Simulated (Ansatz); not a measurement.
# BSi₂+ (triplet): wave-function methods side by side, cc-pVTZ

An exercise on one series of results from a longer session: the logs are not shown, and one member is left open.

Method: cc-pVTZ, core rule «outside noble gas», up to 11 orbitals frozen; program: Ansatz 0.2.0, Gaussian basis.

The runs, in order: UHF; CCSD(T) on ROHF; CCSD(T) on UHF; BCCD(T) on ROHF; CCSDT(Q) on ROHF; CCSDT(Q) on UHF; CASSCF and MRCISD+Q, 10 electrons in 12 orbitals; CASSCF and NEVPT2, 10 electrons in 12 orbitals.

5 further runs of the same task are left out: 5 set aside as unsound or not needed.

**The geometry**

The geometry is a PBE0/def2-TZVP stationary point (not a proven minimum) of the parent state, kept for this charge and spin.

3 atoms, charge 1, spin multiplicity 3.

Atoms are counted from 1 here; the program's logs count them from 0.

Bond lengths: Si1–B2 1.955 Å, B2–Si3 1.955 Å. Angles: Si1–B2–Si3 180.0°.

The first run:

File in.yaml:

```yaml
crystal:
  periodic: [false, false, false]
  atoms:
    - {symbol: Si, position_ang: [0.000000, 0.000000, 1.954501]}
    - {symbol: B, position_ang: [0.000000, 0.000000, 0.000000]}
    - {symbol: Si, position_ang: [0.000000, 0.000000, -1.954501]}
basis:
  gaussian: {orbitals: cc-pVTZ}
total_charge: 1
magnetization: {spin_polarized: true, initial_magnetization: 2}
hamiltonian: {xc: hf}
output: {orbitals: {seedname: orbitals}}
```

Started as:

```sh
$ ansatz run in.yaml --threads 1 --pin off --events-out ev --progress --plain --max-ram 4096MiB --backend cpu
```

Steps of the session up to this table: UHF; CCSD(T) on ROHF; CCSD(T) on UHF; BCCD(T) on ROHF; CCSDT(Q) on ROHF; CCSDT(Q) on UHF; CASSCF and MRCISD+Q, 10 electrons in 12 orbitals; CASSCF and NEVPT2, 10 electrons in 12 orbitals.

One table of the session follows, with a row left open; its other results are not shown here.

```
          method  from RCCSDT(Q) (meV)
            ROHF               +7405.0
             UHF               +7298.1
            RMP2               +1613.9
            UMP2               +1642.2
           RCCSD                +484.0
           UCCSD                +480.3
        RCCSD(T)                +100.1
        UCCSD(T)                +101.7
         BCCD(T)                 +97.3
          RCCSDT                 +32.0
          UCCSDT                 +31.4
       RCCSDT(Q)                     0
       UCCSDT(Q)                  -1.2
  CASSCF valence                     ?
  NEVPT2 valence               +1086.5
  MRCISD valence                +449.4
MRCISD+Q valence                 +95.6
```

Q: Estimate the row for CASSCF valence from the others.

As computed: from RCCSDT(Q) (meV): +4434.6. In the column «from RCCSDT(Q) (meV)» it lies between UMP2 (+1642.2) and UHF (+7298.1).

Limits of these values: Restricted and unrestricted rows rest on different reference determinants; where their highest levels disagree by more than a few hundredths of an eV, they describe different states and don't form one ladder.
